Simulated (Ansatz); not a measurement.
Pt (fcc, Cu type): values from a third-order Birch-Murnaghan fit to a volume scan beside measured ones. Computed values: r2SCAN (plane waves to 500 eV, PAW, scalar-relativistic; Ansatz, an electronic-structure program). Pt is run without spin polarisation. Pt was relaxed with its symmetry unable to fall. Spin-orbit coupling is left out, though Pt is heavy.

```json
[
 {"quantity": "Lattice constant a (Å)", "reference": "3.913", "kind": "measured, corrected to the static lattice", "r2SCAN": "3.940", "difference": "+0.7 %"},
 {"quantity": "Bulk modulus B₀ (GPa)", "reference": "289", "kind": "measured, corrected to the static lattice", "r2SCAN": "271", "difference": "-6.2 %"}
]
```

r2SCAN overestimates the lattice constant a by 0.7 %. r2SCAN underestimates the bulk modulus B₀ by 6.2 %.

References as given in: Daniel Mejia-Rodriguez, S. B. Trickey, Physical Review B (2018), arXiv:1807.09216; H. Levämäki, M. P. J. Punkkinen, K. Kokko et al., Physical Review B (2014), arXiv:1402.3671.

(A scan under strain: stresses follow from slopes of the energy per volume, elastic moduli from its curvatures.)
